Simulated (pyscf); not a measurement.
Single points on ωB97X-D3(BJ)/def2-SVP structures (PySCF, gas phase).

### Question
Estimate the classical barrier height and the reaction energy of •H₂C–C(=CH₂)–CH₂–CH₃ → H₂C=C=CH₂ + •H₂C–CH₃ at ωB97M-D3(BJ)/def2-TZVP. The step runs on the doublet surface, breaks C–C and forms none; take the reactant's lowest minimum found as zero.

### Answer
ΔE‡ = 2.46 eV, ΔE = +2.11 eV. Zero-point energy shifts the barrier by -0.16 eV. It is a bond scission, with an imaginary mode of 541i cm⁻¹. This is the saddle that the search found; another between the same sides may lie lower.
